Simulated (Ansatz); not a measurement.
`NC(F)S` + H₂ → `NCF` + H₂S at 600 K and 1 bar (hydrogenolysis of a C–S bond).

Computed with Ansatz on PBE0-D4/def2-TZVP structures; ΔE is electronic, products minus reactants. CCSD(T)/CBS adds triple-zeta CCSD(T) − MP2 to the extrapolated MP2 energy (def2 sets, frozen cores). This one scheme is used for every species. One conformer a species, not always the lowest.

```tsv
species	CCSD(T)/CBS energy (Eh)	H − E (kJ/mol)	S (J/(mol·K))
`NC(F)S`	-592.71608	194.6	371.0
H₂	-1.17544	43.9	150.8
`NCF`	-194.94856	185.7	307.7
H₂S	-398.97279	60.8	230.9
```

H − E and S are ideal-gas, rigid-rotor, harmonic terms from PBE0-D4/def2-TZVP, for one conformer and one mirror image of each species. The MP2-based limit puts H₂ 0.8 mEh under its directly extrapolated value; such offsets cancel only in part. 1 Eh = 2625.50 kJ/mol, R = 8.31446 J/(mol·K).

Task: By hand: ΔE, ΔH, ΔS and ΔG.

Result: ΔE = (-194.94856) + (-398.97279) − (-592.71608) − (-1.17544) = -0.02983 Eh = -78.3 kJ/mol. Δ(H − E) = 185.7 + 60.8 − 194.6 − 43.9 = 8.0, so ΔH = -70.3 kJ/mol. ΔS = 307.7 + 230.9 − 371.0 − 150.8 = 16.8 J/(mol·K). ΔG = -70.3 − 600 × (16.8)/1000 = -80.4 kJ/mol.

Task: By hand: the equilibrium constant, and the temperature at which ΔG would vanish if ΔH and ΔS stayed fixed.

Result: log₁₀ K = −ΔG/(RT ln 10) = 7.0. ΔH and −TΔS have one sign here, so there is no such temperature.

ΔH outweighs TΔS. A doubt of 5 kJ/mol in ΔE shifts log₁₀ K by 0.4 here. Other conformers and mirror images would add mixing entropy, several J/(mol·K) or more a flexible species. These are equilibria of isolated gas molecules and say nothing of rates. Largest T1 diagnostic: 0.011 (customary marks: 0.02 for closed shells, 0.045 for open ones).
